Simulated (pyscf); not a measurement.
Structures and frequencies: ωB97X-D3(BJ)/def2-SVP in PySCF.

Problem. For `[F][SiH2][F]` + `[OH2]` → `[OH][SiH]([F])[F]` + `[H][H]`, a four-centre exchange (singlet surface; H–Si, H–O broken, O–Si, H–H formed), PBE/def2-TZVP gives ΔE‡ = 1.08 eV and ΔE = -1.05 eV (zero: the separated reactants). In which direction and how far do r²SCAN/def2-TZVP, B3LYP-D3(BJ)/def2-TZVP, ωB97M-D3(BJ)/def2-TZVP move these?

Solution. r²SCAN: ΔE‡ = 1.09 eV, ΔE = -1.19 eV; B3LYP-D3(BJ): ΔE‡ = 1.29 eV, ΔE = -1.11 eV; ωB97M-D3(BJ): ΔE‡ = 1.26 eV, ΔE = -1.11 eV. PBE's barrier lies under all of them, by 0.01 to 0.22 eV. Its reaction energy lies over all of them, by 0.06 to 0.14 eV. On the reactant side the descent ends in a complex, 0.18 eV under the separated species and 1.47 eV under the saddle at ωB97X-D3(BJ)/def2-TZVP. The same reactants have a lower exit, to HF + HO–SiH₂–F (barrier +0.88 eV at ωB97M-D3(BJ)/def2-TZVP, against +1.26 eV here). One saddle was located; it need not be the lowest between these sides.
